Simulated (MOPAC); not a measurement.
MOPAC input (MNDO):

```
MNDO PRECISE GNORM=0.05 LET XYZ CHARGE=1 GEO-OK AUX(PRECISION=9) THREADS=1
HN2

N    -0.00000000 1   -0.00000000 1   -0.43758825 1
N     0.00000000 1    0.00000000 1    0.64838676 1
H    -0.00000000 1   -0.00000000 1   -1.47558960 1
```

From the last part of the output:

```
                                                       MOPAC v23.2.5 Linux

          FINAL HEAT OF FORMATION =        244.48588 KCAL/MOL =    1022.92893 KJ/MOL

          COSMO AREA              =         56.77 SQUARE ANGSTROMS
          COSMO VOLUME            =         38.45 CUBIC ANGSTROMS

          GRADIENT NORM           =          0.00024          =       0.00014 PER ATOM
          IONIZATION POTENTIAL    =         24.883197 EV
          HOMO LUMO ENERGIES (EV) =        -24.883 -7.512
          NO. OF FILLED LEVELS    =          5
          MOLECULAR WEIGHT        =         29.0213         POINT GROUP:  C*v

          MOLECULAR DIMENSIONS (Angstroms)

            Atom       Atom       Distance
            H     3    N     2     2.13280
            H     3    N     2     0.00000
            N     2    N     1     0.00000

          SCF CALCULATIONS        =         11

   ATOM   CHEMICAL          X               Y               Z
  NUMBER   SYMBOL      (ANGSTROMS)     (ANGSTROMS)     (ANGSTROMS)

     1       N         -0.00000000  *  -0.00000000  *  -0.44655412  *
     2       N          0.00000000  *   0.00000000  *   0.65732309  *
     3       H          0.00000000  *   0.00000000  *  -1.47547948  *

                             CARTESIAN COORDINATES

   1    N       -0.000000000    -0.000000000    -0.446554120
   2    N        0.000000000     0.000000000     0.657323091
   3    H        0.000000000     0.000000000    -1.475479482

           Empirical Formula: H N2  =     3 atoms

      MOLECULAR POINT GROUP   :   C*v

                  EIGENVALUES
 -50.84961 -33.64741 -25.16153 -24.88320 -24.88320  -7.51158  -7.51158  -6.43442
  -0.51863

              NET ATOMIC CHARGES AND DIPOLE CONTRIBUTIONS

  ATOM NO.   TYPE          CHARGE      No. of ELECS.   s-Pop       p-Pop
    1          N           0.094666        4.9053     1.52136     3.38398
    2          N           0.477462        4.5225     1.86413     2.65841
    3          H           0.427873        0.5721     0.57213
 DIPOLE           X         Y         Z       TOTAL
 POINT-CHG.     0.000     0.000    -1.970     1.970
 HYBRID        -0.000     0.000    -0.814     0.814
 SUM           -0.000     0.000    -2.785     2.785

          ATOMIC ORBITAL ELECTRON POPULATIONS

     Atom    s        px        py        pz
    1  N   1.52136   1.14693   1.14693   1.09012
    2  N   1.86413   0.85307   0.85307   0.95226
    3  H   0.57213

 **********************
 *                    *
 * JOB ENDED NORMALLY *
 *                    *
 **********************

 == MOPAC DONE ==
```

The dipole moment of an ion depends on the origin.
